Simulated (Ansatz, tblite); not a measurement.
# The cluster SiSn2−: one state, many levels

Aim: run the doublet of the cluster SiSn2− at one geometry on many levels, and compare frontier levels, spin and run time.

Computed with Ansatz 0.2.0, Gaussian basis. Level: as each input shows.

Levels to be run: GFN2-xTB, PBE-D4/def2-TZVPD, r2SCAN-D4/def2-TZVPD, B2PLYP/def2-TZVPD, HF/def2-TZVPD, B3LYP-D4/def2-TZVPD, BLYP-D4/def2-TZVPD, ωB97X-V/def2-TZVPD, PBE+5HF/def2-TZVPD, PBE+10HF/def2-TZVPD, PBE+15HF/def2-TZVPD, PBE+35HF/def2-TZVPD, PBE+50HF/def2-TZVPD, PBE-D4/def2-SVPD, PBE0-D4/def2-SVPD, CCSD(T)/def2-TZVPPD, MP2/def2-TZVPD, RPA/def2-TZVPD.

### Step 1. The structure

The doublet was relaxed beforehand with r2SCAN-D4/def2-TZVPD. At that level it is the lowest of the isomers that a small search found.

3 atoms, charge -1, spin multiplicity 2.

Bond lengths: Si1–Sn2 2.507 Å, Si1–Sn3 2.509 Å. Angles: Sn2–Si1–Sn3 72.5°.

Sn takes a core potential in the def2 sets. No spin-orbit coupling is included. The ion is computed in the gas phase, without counter-ions or solvent.

PBE0-D4/def2-TZVPD was run before; its log isn't repeated, and its numbers join the tables.

### Step 2. GFN2-xTB

Tight binding, by tblite at 300 K electronic temperature and without a spin-polarisation term:

```python
tblite.interface.Calculator('GFN2-xTB', numbers, positions, charge=-1, uhf=1).singlepoint()
```

Energy -164.3513 eV; 0.003 s.

### Step 3. PBE-D4/def2-TZVPD

start.molden holds the orbitals of an earlier run on this state, given as this run's starting guess.

Contents of in.yaml:

```yaml
crystal:
  periodic: [false, false, false]
  atoms:
    - {symbol: Si, position_ang: [1.247122, -0.477466, 0.185633]}
    - {symbol: Sn, position_ang: [-1.073312, -1.107705, -0.525016]}
    - {symbol: Sn, position_ang: [-0.173810, 1.585161, 0.339383]}
basis:
  gaussian: {orbitals: def2-TZVPD, initial_orbitals: start.molden}
total_charge: -1
magnetization: {spin_polarized: true, initial_magnetization: 1}
hamiltonian: {xc: pbe, dispersion: d4}
scf: {omitted_lower_state_checks: [starts]}
output: {orbitals: {seedname: orbitals}}
```

Run with:

```
$ ansatz run in.yaml --threads 4 --pin off --events-out ev --progress --plain --max-ram 3916MiB
```

After this run come: r2SCAN-D4/def2-TZVPD; B2PLYP/def2-TZVPD; HF/def2-TZVPD; B3LYP-D4/def2-TZVPD; BLYP-D4/def2-TZVPD; ωB97X-V/def2-TZVPD; PBE+5HF/def2-TZVPD; PBE+10HF/def2-TZVPD; PBE+15HF/def2-TZVPD; PBE+35HF/def2-TZVPD; PBE+50HF/def2-TZVPD; PBE-D4/def2-SVPD; PBE0-D4/def2-SVPD; CCSD(T)/def2-TZVPPD; MP2/def2-TZVPD; RPA/def2-TZVPD.

Before running them: what should the planned runs give, taken together? Wanted: gap in def2-TZVPD, named functionals and Hartree-Fock, smallest and largest; gap over the share of exact exchange; correlation energy, CCSD(T)/def2-TZVPPD; correlation energy, MP2/def2-TZVPD; ⟨S²⟩ in def2-TZVPD, named functionals and Hartree-Fock, smallest and largest; PBE0 total energy, smallest basis above largest.

As calculated:

```
                                                                    quantity                            value
 gap in def2-TZVPD, named functionals and Hartree-Fock, smallest and largest  0.49 eV (BLYP-D4), 6.57 eV (HF)
                                        gap over the share of exact exchange     0.63 eV at 0, 3.50 eV at 0.5
                                     correlation energy, CCSD(T)/def2-TZVPPD                        -20.61 eV
                                          correlation energy, MP2/def2-TZVPD                        -20.11 eV
⟨S²⟩ in def2-TZVPD, named functionals and Hartree-Fock, smallest and largest                     0.754, 0.860
                             PBE0 total energy, smallest basis above largest  2.97 eV (def2-SVPD, def2-TZVPD)
```

What this shows: Over the named functionals and Hartree-Fock in def2-TZVPD the gap runs from 0.49 eV (BLYP-D4) to 6.57 eV (HF); exact exchange widens it. Raising the share of exact exchange from 0 to 0.5 moves the HOMO by -1.60 eV and the LUMO by +1.27 eV. Over the named functionals and Hartree-Fock in def2-TZVPD spin contamination reaches 0.11 (HF). PBE-D4, BLYP-D4 put the HOMO above zero; others here keep it below zero, so the sign hangs on the functional's self-interaction and doesn't show that the species is unbound.
